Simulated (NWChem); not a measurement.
A calculation on hydrogen isocyanide (CHN)

SMILES: [C-]#[NH+]
```xyz
3

C      0.0000     0.0000     0.7490
N      0.0000     0.0000    -0.4352
H      0.0000     0.0000    -1.4477
```
Charge 0, spin multiplicity 1.

Everything below was run with NWChem. The geometry was optimised at PBE/def2-SVP, a minimum by its harmonic frequencies.

Symmetry labels belong to the abelian group C2v used in the runs, with the axes of the coordinates shown; states degenerate in a higher group split over its labels.

Q: List the lowest 6 singlet excitations that TDA-LDA (SVWN5)/aug-cc-pVDZ gives, with oscillator strengths.

A: 
```json
[
 {"state": "1", "symmetry": "a1", "energy (eV)": "7.09", "wavelength (nm)": "175", "f": "0.032"},
 {"state": "2", "symmetry": "b1", "energy (eV)": "7.92", "wavelength (nm)": "157", "f": "0.120"},
 {"state": "3", "symmetry": "b2", "energy (eV)": "7.92", "wavelength (nm)": "157", "f": "0.120"},
 {"state": "4", "symmetry": "a2", "energy (eV)": "8.30", "wavelength (nm)": "149", "f": "0.000"},
 {"state": "5", "symmetry": "a1", "energy (eV)": "8.70", "wavelength (nm)": "143", "f": "0.000"},
 {"state": "6", "symmetry": "a2", "energy (eV)": "8.70", "wavelength (nm)": "143", "f": "0.000"}
]
```
